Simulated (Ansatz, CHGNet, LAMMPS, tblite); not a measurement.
How well does each level of theory give the elastic constant C44 of zinc-blende ZnS?

Reference value: 44.8 GPa (measured, temperature not stated, no zero-point or thermal correction, sources range from 44.8 to 46.2; as tabulated in Oses et al. (2018), arXiv:1811.08464).

```json
[
 {"level (code)": "ionic model hamad2002 (shell model, LAMMPS)", "value (GPa)": "42.7", "cell (Å³/atom)": "19.84", "difference (%)": "-4.7"},
 {"level (code)": "GFN1-xTB (tblite)", "value (GPa)": "25.9", "cell (Å³/atom)": "22.43", "difference (%)": "-42"},
 {"level (code)": "CHGNet-r²SCAN (CHGNet)", "value (GPa)": "25.1", "cell (Å³/atom)": "19.56", "difference (%)": "-44"},
 {"level (code)": "LDA (Ansatz)", "value (GPa)": "52.1", "cell (Å³/atom)": "18.57", "difference (%)": "+16.3"},
 {"level (code)": "PBE (Ansatz)", "value (GPa)": "46.0", "cell (Å³/atom)": "20.16", "difference (%)": "+2.7"},
 {"level (code)": "r²SCAN (Ansatz)", "value (GPa)": "50.1", "cell (Å³/atom)": "19.56", "difference (%)": "+11.8"},
 {"level (code)": "HSE06 (Ansatz)", "value (GPa)": "48.0", "cell (Å³/atom)": "19.96", "difference (%)": "+7.1"}
]
```

Leaving aside ionic model hamad2002, which can be fitted to such values or carry a doubt: The reference's temperature isn't stated, so close values are not ranked against it. Off by more than 25 % (a bound picked here): GFN1-xTB (-42 %), CHGNet-r²SCAN (-44 %).

The measured value isn't corrected to a static lattice, so vibrations enter the comparison. A static lattice is as a rule stiffer than a warm one, by over a tenth in soft solids.  GFN1-xTB: the method was fitted mainly to molecules. GFN1-xTB: the run uses a supercell at the zone centre in place of a k mesh. Each level is taken at its own relaxed cell. Cutoffs and k meshes differ between the levels. Ansatz's density-functional and Hartree–Fock values are scalar-relativistic unless marked +SOC, with PAW data made under PBE.

Empirical potentials (ionic model hamad2002) are fitted to chosen data, which need not cover the solid at hand: agreement can be built in, and what lay outside the fit can be far off. Machine-learned potentials (CHGNet-r²SCAN) are trained on DFT data, which may include these solids.

Differences are worked out from the printed values.

Ansatz is an electronic-structure program.
